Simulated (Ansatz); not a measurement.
We consider hcp Sc, described by PBEsol (Ansatz, a first-principles code, plane waves, PAW).

A relaxed, unreconstructed slab of the (11-20) face has 16 atoms, two equal faces of 28.966 Å² each and an energy of -33776.9615 eV. A bulk cell of 4 atoms with the same orientation and in-plane k mesh has -8445.4824 eV. Energies are extrapolated to zero smearing.

Numerical settings: plane-wave cutoff 500 eV, 12×10×1 k mesh (along the axes of the cell as run), Fermi–Dirac smearing 0.1 eV, scalar-relativistic PAW data made under PBE.

Worked out: γ = (E_slab − N E_bulk per atom)/2A = [-33776.9615 − 16 × (-8445.4824/4)]/(2 × 28.966) = 0.0858 eV/Å². With 16.022 J/m² per eV/Å² this is 1.37 J/m², or 2.48 eV per surface cell and face.
